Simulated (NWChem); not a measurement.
B cation, singlet

Computed with NWChem. Low-valent species are run as closed-shell singlets; no triplet was tried in these runs. Static field.

Question: What does the run give for LDA (Slater exchange, VWN5)/def2-SVPD? Quantities: isotropic polarisability (bohr³); anisotropy (bohr³).

Answer: The isotropic polarisability (bohr³) is 11.2 and the anisotropy (bohr³) is 0.0.
